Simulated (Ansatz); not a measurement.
# C₂H₄B radical (SMILES [B]1CC1): single points off equilibrium

An exercise on one series of results from a longer session: the logs are not shown, and one member is left open.

Method: single points in def2-TZVPP; program: Ansatz 0.2.0, Gaussian basis.

Correlated methods freeze the cores. Orbitals are unrestricted.

### The starting structure

SMILES `[B]1CC1`, 7 atoms, charge 0, spin multiplicity 2.

Atoms are counted from 1 here; the program's logs count them from 0.

Bond lengths: B1–C2 1.398 Å, B1–C3 1.430 Å, C2–C3 1.542 Å, C2–H4 1.035 Å, C2–H5 1.082 Å, C3–H6 1.203 Å, C3–H7 1.027 Å. Angles: C2–B1–C3 66.1°, B1–C2–C3 58.0°, B1–C2–H4 117.8°, B1–C2–H5 120.8°, C3–C2–H4 113.2°, C3–C2–H5 118.8°, H4–C2–H5 115.6°, B1–C3–C2 56.0°, B1–C3–H6 108.7°, B1–C3–H7 133.4°, C2–C3–H6 117.0°, C2–C3–H7 116.2°, H6–C3–H7 113.6°.

Geometry (Å):

```
atom    x (Å)    y (Å)    z (Å)
  B1   1.2340  -0.0594  -0.0489
  C2   0.0234  -0.7581  -0.0392
  C3   0.0787   0.7825  -0.0599
  H4  -0.3067  -1.1656  -0.9319
  H5  -0.3215  -1.2556   0.8573
  H6   0.0014   1.3454   1.0010
  H7  -0.4499   1.2444  -0.8089
```

Set-up of the first run:

run/in.yaml

```yaml
crystal:
  periodic: [false, false, false]
  atoms:
    - {symbol: B, position_ang: [1.234000, -0.059400, -0.048900]}
    - {symbol: C, position_ang: [0.023400, -0.758100, -0.039200]}
    - {symbol: C, position_ang: [0.078700, 0.782500, -0.059900]}
    - {symbol: H, position_ang: [-0.306700, -1.165600, -0.931900]}
    - {symbol: H, position_ang: [-0.321500, -1.255600, 0.857300]}
    - {symbol: H, position_ang: [0.001400, 1.345400, 1.001000]}
    - {symbol: H, position_ang: [-0.449900, 1.244400, -0.808900]}
basis:
  gaussian: {orbitals: def2-TZVPP}
magnetization: {spin_polarized: true, initial_magnetization: 1}
correlation: {method: ccsd_t}
scf: {omitted_lower_state_checks: [cluster_reference]}
output: {forces: true}
```

The command line of these runs was not kept.

Steps of the session up to this table: CCSD(T)/def2-TZVPP; PBE0-D4/def2-TZVPP; wB97M-V/def2-TZVPP; r2SCAN-D4/def2-TZVPP; PBE-D4/def2-TZVPP; LC-wPBE/def2-TZVPP; BLYP-D4/def2-TZVPP.

One of the session's tables, all rows but one given; the rest of the session is left out.

| method | RMS force component (eV/Å) | angle to CCSD(T) forces (°) | dipole (D) |
| --- | --- | --- | --- |
| CCSD(T) | 2.179 | reference | 1.28 |
| PBE0-D4 | 1.998 | 5.4 | 1.33 |
| wB97M-V | 2.016 | 3.8 | 1.34 |
| r2SCAN-D4 | 1.996 | 4.3 | 1.33 |
| PBE-D4 | 2.023 | 5.9 | 1.44 |
| LC-wPBE | ? | ? | ? |
| BLYP-D4 | 2.035 | 4.1 | 1.43 |

**Question.** Estimate the row for LC-wPBE.

As computed: RMS force component (eV/Å): 1.994; angle to CCSD(T) forces (°): 7.5; dipole (D): 1.26. In the column «RMS force component (eV/Å)» it is the lowest.
